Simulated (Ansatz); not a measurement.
A van 't Hoff estimate for C2H3ClF2 ⇌ C2H2ClF + HF

Gas-phase species: C2H3ClF2 `FCC(F)Cl`, singlet; C2H2ClF (1-chloro-2-fluoroethylene) `F/C=C/Cl`, singlet; HF (hydrogen fluoride), singlet. This is a balance of energies; it says nothing on the path, which may need atoms to shift.

The electronic reaction energy at CCSD(T)/CBS estimate is +68.6 kJ/mol. Shapes: PBE0-D4/def2-TZVP. Flexible molecules stand in one conformer, not always the lowest. Programs: Ansatz 0.2.0. Enthalpy and entropy come from rigid-rotor, harmonic-oscillator sums on unscaled PBE0-D4/def2-TZVP wavenumbers, ideal gases at 1 bar; R ln 2 is added for the mirror twin of the chiral shape of C2H3ClF2. Symmetry numbers: C2H3ClF2 1, C2H2ClF 1, HF 1. R = 8.3145 J/(mol K).

```
T (K)  ΔH (kJ/mol)  ΔS (J/(mol K))
  800        +57.9          +144.7
 1100            ?               ?
 1400        +52.8          +140.0
```

Problem. Work out ln K at 800 and 1400 K, and from these estimate it at 1100 K.

Solution. 
1. 800 K: ΔG = +57.9 − 800 × (+144.7)/1000 = -57.9 kJ/mol; ln K = −ΔG/RT = +8.70.
2. 1400 K: ΔG = +52.8 − 1400 × (+140.0)/1000 = -143.2 kJ/mol; ln K = −ΔG/RT = +12.30.
3. Slope against 1000/T: (+12.30 − (+8.70))/(0.7143 − 1.2500) = -6.72, that is −ΔH/R with ΔH near +56 kJ/mol.
4. 1100 K: ln K = +8.70 + (-6.72) × (0.9091 − 1.2500) = +10.99.

The full sums give ΔH = +55.8 kJ/mol, ΔS = +142.5 J/(mol K), ΔG = -101.0 kJ/mol and ln K = +11.04 at 1100 K, so the line is off by -0.05 in ln K; without rounding the miss is -0.04, from the change of ΔH with temperature. The products are favoured over this whole range. The number of molecules rises, which sets the sign of ΔS, and lower pressure favours the products. An error of 10 kJ/mol in the energy moves ln K by 1.1 at 1100 K. Soft modes are treated as harmonic, which can err either way at these temperatures; the lowest are those of C2H3ClF2 (130 cm⁻¹). Other conformers aren't counted. Other reactions of these species are left aside. The CBS estimate extrapolates MP2 from def2-TZVPP and def2-QZVPP and adds CCSD(T) − MP2 in the triple-zeta set, cores frozen.
